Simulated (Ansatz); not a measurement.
Born–Oppenheimer molecular dynamics of H7PSi (9 atoms, charge 0, multiplicity 1). It starts at the highest image of a converged band. Of that band: Neighbouring images differ by up to 2.9 eV, so the band resolves the path poorly. A vibrational analysis at the climbing image gives one clearly imaginary mode, 1572i cm⁻¹: a first-order saddle point.

All numbers below come from RKS r2SCANh/6-31G* in Ansatz 0.2.0.

```
ensemble                      : NVE (velocity Verlet)
time step                     : 0.5 fs
steps asked                   : 200
starting velocities drawn for : 100 K
seed                          : 2307
```

First frame:

```xyz
9
Properties=species:S:1:pos:R:3
Si -0.153 -0.050 -0.073
H -0.065 -1.131 1.245
H 0.709 0.949 0.586
H -0.948 0.563 -1.191
H 0.609 -1.116 -0.800
P -2.376 0.580 1.151
H -3.150 -0.441 0.533
H -2.457 -0.030 2.440
H -0.994 -0.634 1.241
```

Q: How far do the bonds stretch over the last three quarters of this one trajectory? (Pairs bonded in most of those frames.)

A: 
```csv
bond,mean (Å),spread (Å),shortest,longest
Si1–H2,1.507,0.062,1.41,1.61
Si1–H3,1.491,0.015,1.47,1.52
Si1–H4,1.495,0.022,1.46,1.53
Si1–H5,1.502,0.019,1.47,1.55
P6–H7,1.426,0.018,1.40,1.45
P6–H8,1.435,0.008,1.42,1.45
P6–H9,1.474,0.130,1.28,1.65
```

Mean temperature of the second half: 3010 K. The conserved energy stayed within 0.46 meV per atom of its start (net change -0.2 meV per atom), so the integration is sound. The kinetic energy rose, since the run started high on the potential surface and went downhill. It ends in pieces (H3P + H4Si), so much of that is their flight and rotation, not heat. A run of 0.1 ps of so small a system gives no equilibrium averages. The orbitals stay closed-shell, which can raise the energy where a bond breaks towards radicals; this wasn't checked here.

Time of the run: 8.6 min on 1 thread of Arm Neoverse V2, with other jobs on the host, peak memory 0.12 GiB.
